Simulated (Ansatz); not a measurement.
## HSiSe, sextet: reading a ladder of total energies

Geometry: that of the HSiSe, quartet, kept fixed. The quartet lies 5.0 eV lower here.

```xyz
3

Si    0.0000   -0.1022    1.6811
Se    0.0000    0.0211   -0.6290
H     0.0000    1.1938    2.4308
```

Basis cc-pVDZ; Ansatz 0.2.0. Correlated methods freeze the noble-gas cores and the filled d shells of p-block atoms, which leaves 11 electrons in 31 orbitals. R marks a restricted (for open shells ROHF) determinant, U an unrestricted one. No spin–orbit coupling is included, and no scalar relativity.

Full CI isn't at hand for all of this; UCCSDT(Q) serves as the reference, and is uncertain by about the last step of the cluster series.

Runs differ by some tens of microhartree through their thresholds and, for an open shell, their frozen cores, so steps under 0.03 kcal/mol mean nothing.

| level | total energy (hartree) |
| --- | --- |
| UHF | -2689.094990 |
| UMP2 | -2689.232251 |
| UCCSD | -2689.264128 |
| UCCSD(T) | -2689.267918 |
| UCCSDT | -2689.268816 |
| UCCSDT(Q) | -2689.269047 |

**Question.** What is the correlation energy at UCCSDT(Q), and what share of it do UMP2 and UCCSD(T) recover?

**Answer.** E(corr) = -2689.269047 − (-2689.094990) = -0.174057 hartree = -4.736 eV. UMP2: -0.137261 / -0.174057 = 78.86 %. UCCSD(T): -0.172928 / -0.174057 = 99.35 %.

**Question.** By how many kcal/mol does UCCSD(T) miss UCCSDT(Q) (1 hartree = 627.509 kcal/mol), and which steps make up the rest?

**Answer.** -2689.267918 − (-2689.269047) = 0.001129 hartree = 0.71 kcal/mol. Steps: UCCSDT − UCCSD(T) = -0.56, UCCSDT(Q) − UCCSDT = -0.14 kcal/mol. That is within 1 kcal/mol of the reference in this basis, which itself misses far more of the correlation at the basis-set limit.
